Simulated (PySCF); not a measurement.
## Single point on CCl

State: ²Π (doublet), unpaired electrons π ↑.

An equivalent input (the run itself took its basis sets from the Basis Set Exchange, started from a PBE0 density and held the occupation σ 7α 7β, πx 3α 2β, πy 2α 2β):

```python
from pyscf import gto, dft
mol = gto.M(atom='C 0 0 0; Cl 0 0 1.664', basis={'C': 'def2-SVPD', 'Cl': 'def2-SVPD'},
            charge=0, spin=1, verbose=4, symmetry='C2v')
mf = dft.UKS(mol, xc='M06L')
mf.grids.atom_grid = (80, 434)
mf.grids.prune = dft.gen_grid.treutler_prune
mf.irrep_nelec = {'A1': (7, 7), 'B1': (3, 2), 'B2': (2, 2)}
mf.conv_tol = 1e-9
mf.max_cycle = 60
mf.diis_space = 10
mf.kernel()
```

The log (some set-up lines and the per-cycle HOMO/LUMO lines removed):

```
******** <class 'pyscf.dft.uks_symm.SymAdaptedUKS'> ********
method = SymAdaptedUKS
damping factor = 0
level_shift factor = 0
DIIS = <class 'pyscf.scf.diis.CDIIS'>
diis_start_cycle = 1
diis_space = 10
diis_damp = 0
SCF conv_tol = 1e-09
SCF conv_tol_grad = None
SCF max_cycles = 60
number electrons alpha = 12  beta = 11
Set gradient conv threshold to 3.16228e-05
init E= -497.957778128566
cycle= 1 E= -497.959305525616  delta_E= -0.00153  |g|= 0.00773  |ddm|= 0.162
cycle= 2 E= -497.959307813784  delta_E= -2.29e-06  |g|= 0.00703  |ddm|= 0.02
cycle= 3 E= -497.959321568131  delta_E= -1.38e-05  |g|= 0.00442  |ddm|= 0.0117
cycle= 4 E= -497.959334416306  delta_E= -1.28e-05  |g|= 0.000774  |ddm|= 0.00541
cycle= 5 E= -497.959334821652  delta_E= -4.05e-07  |g|= 0.000207  |ddm|= 0.00107
cycle= 6 E= -497.959334853951  delta_E= -3.23e-08  |g|= 4.02e-05  |ddm|= 0.000421
cycle= 7 E= -497.95933485525  delta_E= -1.3e-09  |g|= 6.49e-06  |ddm|= 9.71e-05
cycle= 8 E= -497.959334855292  delta_E= -4.16e-11  |g|= 1.29e-06  |ddm|= 1.69e-05
Extra cycle  E= -497.95933485529  delta_E= 1.36e-12  |g|= 2.03e-06  |ddm|= 4.95e-06
converged SCF energy = -497.95933485529  <S^2> = 0.75526035  2S+1 = 2.0052535
```

Repeating this along the bond gives Re = 1.665 Å and ωe = 875 cm⁻¹.

A point of this curve took 0.84 CPU seconds beside 0.04 for the integrals, on Arm Neoverse V1 (shared host).

The state is the lowest determinant that a PBE0 search found; another state may lie lower at other levels.
